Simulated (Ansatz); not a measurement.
Compare A (`CO/C=C/N`) with its isomer B (`NCC1CO1`).

Isolated molecules relaxed with PBE0-D4/def2-TZVP in Ansatz; ΔE leaves out vibrations. CCSD(T)/CBS adds triple-zeta CCSD(T) − MP2 to the extrapolated MP2 energy (def2 sets, frozen cores). DFT in def2-TZVPP. B3LYP here is the variant with VWN-RPA as its local correlation; programs differ in this. One conformer a species, not always the lowest.

A:

```xyz
12

C     0.8009    1.7210   -0.4532
O     0.0480    0.8930   -1.2968
C    -0.4115   -0.2610   -0.7494
C    -0.2666   -0.6766    0.5093
N    -0.8915   -1.8159    1.0425
H     1.0892    2.5910   -1.0412
H     0.2125    2.0463    0.4143
H     1.7037    1.2101   -0.0946
H    -0.9711   -0.8367   -1.4796
H     0.2915   -0.0955    1.2337
H    -0.2587   -2.3952    1.5765
H    -1.3464   -2.3806    0.3385
```

B:

Z-matrix (Å, degrees):
```
C
C 1 1.505
N 1 1.451 2 114.6
H 1 1.094 2 108.5 3 -122.4
H 1 1.094 2 109.3 3 121.9
O 2 1.418 1 117.0 3 162.6
C 2 1.459 1 121.5 3 94.0
H 2 1.092 1 115.4 3 -58.9
H 3 1.013 1 110.7 2 -55.4
H 3 1.012 1 111.0 2 63.5
H 7 1.088 2 119.1 1 1.2
H 7 1.087 2 120.1 1 -152.1
```

Problem. Which is lower in electronic energy at CCSD(T)/CBS, and by how much? (Best estimate.)

Solution. Ansatz gave: A, by 16.1 kJ/mol.

Problem. Give E(B) − E(A) in kJ/mol with CCSD(T)/def2-TZVPP, CCSD/def2-TZVPP, ωB97M-V, B3LYP, HF/def2-TZVPP, B3LYP-D4, r2SCAN-D4. (Best estimate.)

Solution. Ansatz gave: CCSD(T)/def2-TZVPP 14.9, CCSD/def2-TZVPP 13.6, ωB97M-V 15.4, B3LYP 31.4, HF/def2-TZVPP 25.4, B3LYP-D4 31.5, r2SCAN-D4 19.1. None reverses the order clearly.

Largest T1 diagnostic: 0.012.

In def2-TZVPP, CCSD(T) changes the Hartree–Fock value by −10.5 kJ/mol (the triples alone add +1.3 kJ/mol) and MP2 by −17.6 kJ/mol. From PBE to PBE0 (25 % exact exchange), in def2-TZVPP and without D4, E(B) − E(A) moves by −6.6 kJ/mol.
